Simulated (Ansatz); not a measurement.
Geometry optimisation of Al3⁻.

```yaml
crystal:
  periodic: [false, false, false]
  atoms:
    - {symbol: Al, position_ang: [0.000000, 0.000000, 0.000000]}
    - {symbol: Al, position_ang: [1.695100, -1.343700, -1.182800]}
    - {symbol: Al, position_ang: [1.757400, 1.201100, -1.050600]}
basis:
  gaussian: {orbitals: def2-TZVPD}
total_charge: -1
hamiltonian: {xc: r2scan, dispersion: d4}
scf: {lower_state_search: "off"}
output: {orbitals: {seedname: orbitals}}
relax: {f_tol: 0.02, max_steps: 100}
```

```sh
$ ansatz run in.yaml --threads 4 --pin off --events-out ev --progress --plain --max-ram 3916MiB
```

Output, abridged:

```
Functional definition: r2SCAN
mean field -19788.24663154 eV, -727.2046507536 hartree, gradient 5.1e-6 eV, S^2 0.000000; 0 other end points of the search recorded, 0 dependent functions left out
relax step   1: F+E_penalty+E_count = -19788.26710532 eV  Δ(F+E_penalty+E_count) = +0.000e0 eV  max|allowed force component| = 6.341e-1 eV/Å  Δτ_max = 0.0000 Å  (16 SCF iters, accepted)
mean field -19788.28479841 eV, -727.2060533603 hartree, gradient 2.1e-6 eV, S^2 0.000000; 0 other end points of the search recorded, 0 dependent functions left out
relax step   2: F+E_penalty+E_count = -19788.30528958 eV  Δ(F+E_penalty+E_count) = -3.818e-2 eV  max|allowed force component| = 2.310e-1 eV/Å  Δτ_max = 0.0434 Å  (23 SCF iters, accepted)
mean field -19788.29312345 eV, -727.2063592999 hartree, gradient 1.3e-6 eV, S^2 0.000000; 0 other end points of the search recorded, 0 dependent functions left out
relax step   3: F+E_penalty+E_count = -19788.31363940 eV  Δ(F+E_penalty+E_count) = -8.350e-3 eV  max|allowed force component| = 8.445e-3 eV/Å  Δτ_max = 0.0316 Å  (24 SCF iters, accepted)
Total energy: -19788.31365022 eV, -727.2071136448 hartree
Atom 0 at    -0.059248    -0.027632     0.036290 Å, force     0.000171    -0.008286    -0.000671 eV/Å
Atom 1 at     1.704852    -1.303219    -1.186340 Å, force    -0.005944     0.008445     0.004400 eV/Å
Atom 2 at     1.806897     1.188251    -1.083351 Å, force     0.005773    -0.000159    -0.003729 eV/Å
Dipole moment:     0.000030    -0.000186    -0.000032 e Å
Checks for a lower state left out: stability, starts, cluster_reference, orbital_swaps, neighbouring_geometries, increment
```

It took 3.8 s on 4 threads of Arm Neoverse V2 on a shared host.

The restricted singlet is unstable: a solution with broken spin symmetry lies lower. The highest occupied level of the charge -1 singlet lies above zero (up to 0.17 eV). Its loss leaves the charge 0 doublet, which lies 1.64 eV higher (vertical, at r2SCAN-D4/def2-TZVPD), but this difference is unsure: the doublet is doubtful (geometry relaxed on an unsound state). The structure comes from a short search, and lower isomers may exist.
